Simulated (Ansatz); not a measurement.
Molecule: C2H5S (charge 0, doublet). It need not be the lowest isomer of its formula. SMILES: C[CH]S
Coordinates optimised at B3LYP-D3(BJ)/def2-TZVP (Ansatz, a first-principles code):
```xyz
8

C      1.5338     0.7218    -0.0560
C      0.0541     0.7144    -0.2059
S     -0.8025    -0.7472     0.1583
H     -2.0411    -0.3097    -0.1192
H     -0.4490     1.4656    -0.7967
H      1.9039     1.7455     0.0258
H      1.8495     0.1784     0.8388
H      2.0484     0.2585    -0.9100
```
Charge 0, spin multiplicity 2.

Quantity: atomisation energy (electronic, to ground-state atoms), in eV. Correlated levels leave the core frozen unless marked. UHF or UKS for open shells. No spin-orbit coupling. Non-relativistic. The coupled-cluster limit lacks core correlation, which all-electron functionals hold. Basis-set limits of correlation are two-point, X^-3; Hartree-Fock from the larger set. [CCSD(T)-MP2]/basis is that difference in the basis named.

```
level                                                                 program  atomisation energy (eV)
-------------------------------------------------------------  --------------  -----------------------
SVWN5/def2-TZVPD                                                       Ansatz                        ?
PBE/def2-TZVPD                                                         Ansatz                    29.56
PBE-D3(BJ)/def2-TZVPD                                          Ansatz + dftd3                    29.70
BLYP/def2-TZVPD                                                        Ansatz                    28.68
r2SCAN-D4/def2-TZVPD                                           Ansatz + dftd4                    29.26
PBE0/def2-TZVP                                                         Ansatz                        ?
BHLYP-D3(BJ)/def2-TZVPD                                        Ansatz + dftd3                        ?
r2SCANh-D4/def2-TZVPD                                          Ansatz + dftd4                    29.13
r2SCAN0-D4/def2-TZVPD                                          Ansatz + dftd4                    28.94
wB97M-V/def2-TZVPD                                                     Ansatz                        ?
B2GP-PLYP-D3(BJ)/def2-TZVPD                                    Ansatz + dftd3                    28.60
SCS-MP2/STO-3G                                                         Ansatz                    29.53
SCS-MP2/aug-cc-pV(D+d)Z                                                Ansatz                    27.10
SCS-MP2/cc-pV(T+d)Z                                                    Ansatz                    28.32
CCSD/STO-3G                                                            Ansatz                    29.91
CCSD/cc-pV(T+d)Z                                                       Ansatz                    27.85
RI-MP2/CBS(cc-pV(T+d)Z,cc-pV(Q+d)Z)+[CCSD(T)-MP2]/cc-pV(T+d)Z          Ansatz                    28.97
```

**Question.** Complete the blanks.

**Answer.** 
- SVWN5/def2-TZVPD, atomisation energy (eV): 33.18
- PBE0/def2-TZVP, atomisation energy (eV): 29.16
- BHLYP-D3(BJ)/def2-TZVPD, atomisation energy (eV): 28.40
- wB97M-V/def2-TZVPD, atomisation energy (eV): 29.09
